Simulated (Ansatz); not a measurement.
Take Si in the diamond structure (space group Fd-3m, No. 227; a = 5.4443 Å) as the base.

All numbers come from r2SCAN/PAW in Ansatz (a first-principles code), no SOC.

```csv
level,band gap,lattice parameter a
r2SCAN,0.78 eV,5.444 Å
```

Measured: band gap 1.23 eV (static lattice; corrected from measurement; as listed in Wei Chen et al., Physical Review Materials (2018)); lattice parameter a 5.421 Å (static lattice; corrected from measurement; as listed in Daniel Mejia-Rodriguez, S. B. Trickey, Phys. Rev. B (2018)).

Computed minus measured — band gap: r2SCAN -0.45 eV; lattice parameter a: r2SCAN +0.4 %. A measured gap can be an optical one, lowered by exciton binding.

Stability against distortions was not tested.
